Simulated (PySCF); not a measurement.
# NH3 (ammonia) at 6 levels

We compute a comparison of 6 runs (B2PLYP/6-31G, M06-2X/6-31G, r2SCAN/6-31G, MP2/6-31G, BCCD(T)/6-31G, QCISD(T)/6-31G) of NH3 (ammonia). Input form: a Python script.

The calculation is run with PySCF 2.14.0.

5 further runs of the same task are left out: 5 set aside as unsound or not needed.

## Step 1: The molecule

The species is NH3 (4 atoms), meant as a singlet with charge 0. SMILES: `N`. The N1–H2 distance was set to 1.519 Å, away from the relaxed value. At this shape a bond of the SMILES string is far longer than usual.

Bond lengths: N1–H3 1.013 Å, N1–H4 1.013 Å. Angles: H3–N1–H4 107.1°. A long bond or contact: N1–H2 1.519 Å.

## Step 2: The energy at B2PLYP/6-31G (run 1)

Contents of geometry.xyz:

```xyz
4

N     -0.350120     0.525135    -0.208218
H      0.490470    -0.301820     0.749180
H     -1.167690    -0.026275    -0.438058
H      0.186710     0.629945    -1.060348
```

Contents of job.py:

```python
from pyscf import gto, dft, mp

mol = gto.M(
    atom='geometry.xyz',
    basis='6-31g',
    verbose=4,
    max_memory=1860,
    spin=0,
)

mf = dft.RKS(mol)
mf.xc = '0.53*HF + 0.47*B88, 0.73*LYP'
mf.grids.level = 5
mf.conv_tol = 1e-10
mf.kernel()
if not mf.converged:
    mf = mf.newton().run(mf.mo_coeff, mf.mo_occ)

pt = mp.MP2(mf, frozen=1).run()
e_final = mf.e_tot + 0.27 * pt.e_corr
print('PT2 part  %.8f' % (0.27 * pt.e_corr))
print(f'total energy: {e_final:.8f} hartree')
```

The run is started by

```bash
OMP_NUM_THREADS=1 python job.py
```

Output:

```text
PySCF version 2.14.0

[... 72 lines left out ...]
converged SCF energy = -56.31538045383
[... 1 line left out ...]
******** <class 'pyscf.mp.mp2.RMP2'> ********
nocc = 4, nmo = 14
frozen orbitals 1
E(RMP2) = -56.4826978033356  E_corr = -0.167317349505693
E(SCS-RMP2) = -56.4881477570282  E_corr = -0.172767303198252
E_corr(same-spin) = -0.0323232879329764
E_corr(oppo-spin) = -0.134994061572716
PT2 part  -0.04517568
total energy: -56.36055614 hartree
```

Wall time 1.6 s (1 thread of Arm Neoverse V1, shared host); peak memory 0.17 GiB.

## Step 3: The energy at M06-2X/6-31G (run 2)

Contents of input.py:

```python
from pyscf import gto, dft

mol = gto.M(
    atom='''
N     -0.661631     0.992361    -0.393475
H      0.926854    -0.570357     1.415745
H     -2.206614    -0.049653    -0.827810
H      0.352831     1.190424    -2.003767
''',
    basis='6-31g',
    verbose=4,
    unit='bohr',
    max_memory=1860,
    charge=0,
)

ks = dft.RKS(mol)
ks.xc = 'm06-2x'
ks.grids.level = 5
ks.conv_tol = 1e-10
ks.kernel()
if not ks.converged:
    ks = ks.newton().run(ks.mo_coeff, ks.mo_occ)

etot = ks.e_tot
print(f'total energy: {etot:.8f} hartree')
```

The run is started by

```bash
OMP_NUM_THREADS=1 python input.py
```

Output:

```text
PySCF version 2.14.0

[... 71 lines left out ...]
converged SCF energy = -56.4098957973014
total energy: -56.40989580 hartree
```

Wall time 2.1 s (1 thread of Arm Neoverse V1, shared host); peak memory 0.17 GiB.

Run 3 isn't shown in full; the table further down has it.

## Step 4: The energy at MP2/6-31G (run 4)

Contents of run.py:

```python
from pyscf import gto, scf, mp

system = gto.M(
    atom='''
N     -0.661631     0.992361    -0.393475
H      0.926854    -0.570357     1.415745
H     -2.206614    -0.049653    -0.827810
H      0.352831     1.190424    -2.003767
''',
    basis='6-31g',
    max_memory=1860,
    verbose=4,
    unit='bohr',
)

mf = scf.RHF(system)
mf.conv_tol = 1e-10
mf.kernel()
if not mf.converged:
    mf = mf.newton().run(mf.mo_coeff, mf.mo_occ)

pt = mp.MP2(mf, frozen=1).run()
etot = pt.e_tot
print('Final energy', etot)
```

The run is started by

```bash
OMP_NUM_THREADS=1 python run.py
```

Output:

```text
PySCF version 2.14.0

[... 58 lines left out ...]
converged SCF energy = -56.066443251603
[... 1 line left out ...]
******** <class 'pyscf.mp.mp2.RMP2'> ********
nocc = 4, nmo = 14
frozen orbitals 1
E(RMP2) = -56.1971549868301  E_corr = -0.130711735227148
E(SCS-RMP2) = -56.2010385982414  E_corr = -0.134595346638399
E_corr(same-spin) = -0.0256831565009755
E_corr(oppo-spin) = -0.105028578726172
Final energy -56.197154986830114
```

Run time: 0.74 s. Hardware: 1 thread of Arm Neoverse V1, shared host; peak memory 0.12 GiB.

Run 5 isn't shown in full; the table further down has it.

## Step 5: The energy at QCISD(T)/6-31G (run 6)

Contents of run.py:

```python
from pyscf import gto, cc

mol = gto.Mole()
mol.atom = 'N -0.350120 0.525135 -0.208218; H 0.490470 -0.301820 0.749180; H -1.167690 -0.026275 -0.438058; H 0.186710 0.629945 -1.060348'
mol.verbose = 4
mol.basis = '6-31g'
mol.max_memory = 1860
mol.charge = 0
mol.build()

mf = mol.RHF()
mf.conv_tol = 1e-10
mf.kernel()
if not mf.converged:
    mf = mf.newton().run(mf.mo_coeff, mf.mo_occ)

mycc = cc.QCISD(mf, frozen=1)
mycc.kernel()
e_t = mycc.qcisd_t()
energy = mycc.e_tot + e_t
print('Final energy', energy)
```

The run is started by

```bash
OMP_NUM_THREADS=1 python run.py
```

Output:

```text
PySCF version 2.14.0

[... 58 lines left out ...]
converged SCF energy = -56.0664432267489
[... 11 lines left out ...]
Init t2, MP2 energy = -56.1971549695526  E_corr(MP2) -0.130711742803701
[... 12 lines left out ...]
QCISD converged
[... 2 lines left out ...]
Final energy -56.21885642542649
```

Wall time 0.85 s (1 thread of Arm Neoverse V1, shared host); peak memory 0.12 GiB.

## Step 6: The series

```csv
run,level,frozen core orbitals,integration grid,energy (Eh),dipole moment (D) of the reference,HOMO energy (eV),LUMO energy (eV),wall time
1,B2PLYP/6-31G,1,5,-56.360556,2.17,-8.54,0.92,1.6 s
2,M06-2X/6-31G,–,5,-56.409896,2.21,-8.44,0.56,2.1 s
3,r2SCAN/6-31G,–,5,-56.410079,2.16,-5.61,-1.38,2.1 s
4,MP2/6-31G,1,–,-56.197155,2.23,-11.16,3.41,0.74 s
5,BCCD(T)/6-31G,1,–,-56.218741,–,–,–,0.99 s
6,QCISD(T)/6-31G,1,–,-56.218856,2.23,-11.16,3.41,0.85 s
```

## Step 7: Outcome

| quantity | value |
| --- | --- |
| run 6: total energy | -56.21886 Eh |
| run 6: dipole moment (Hartree–Fock density) | 2.23 D |
| run 6: HOMO energy (Hartree–Fock orbitals) | -11.16 eV |
| run 6: LUMO energy (Hartree–Fock orbitals) | 3.41 eV |
| run 6: HOMO–LUMO gap (Hartree–Fock orbitals) | 14.57 eV |
| run 6: correlation energy (1 core orbital frozen) | -152.4 mEh |
| run 6: (T) correction | -2.62 mEh |
| run 6: T1 diagnostic | 0.013 |

What this shows: Over runs 1, 2, 3 the dipole moment (its size) runs from 2.16 D (r2SCAN/6-31G) to 2.21 D (M06-2X/6-31G). Over runs 1, 2, 3 the HOMO–LUMO gap runs from 4.23 eV (r2SCAN/6-31G) to 9.46 eV (B2PLYP/6-31G). A double hybrid's value is that of its SCF part. Totals of different functionals can't be ranked against each other. All runs together took 8.4 s, the longest 2.1 s.
